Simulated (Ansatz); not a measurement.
`[NH][SiH3]` radical. Charge 0, multiplicity 2. Geometry: relaxed with PBE0-D4/def2-TZVP.

```xyz
6

N    -1.125   -0.412   -0.655
Si    0.274    0.306    0.119
H    -1.161   -1.424   -0.513
H     1.530   -0.355   -0.339
H     0.156    0.134    1.596
H     0.327    1.750   -0.208
```

**Question.** What is the dipole moment at r2SCAN/def2-TZVPP? (Estimate.)

**Answer.** The calculation gave: 1.38 D, with components (0.78, -0.94, 0.64) D in this frame, pointing from negative to positive charge.

**Question.** And with PBE, B3LYP, ωB97M-V? (Estimate.)

**Answer.** Ansatz gave: PBE 1.40 D, B3LYP 1.41 D, ωB97M-V 1.40 D.

**Question.** Give the Mulliken charges with r2SCAN, ωB97M-V, B3LYP in def2-TZVPP. (Best estimate.)

**Answer.** Ansatz gave: 
| atom | r2SCAN | ωB97M-V | B3LYP |
| --- | --- | --- | --- |
| N1 | -0.34 | -0.32 | -0.33 |
| Si2 | 0.41 | 0.28 | 0.38 |
| H3 | 0.15 | 0.13 | 0.14 |
| H4 | -0.07 | -0.03 | -0.06 |
| H5 | -0.07 | -0.03 | -0.06 |
| H6 | -0.07 | -0.03 | -0.06 |

B3LYP here is the variant with VWN-RPA as its local correlation; programs differ in this.
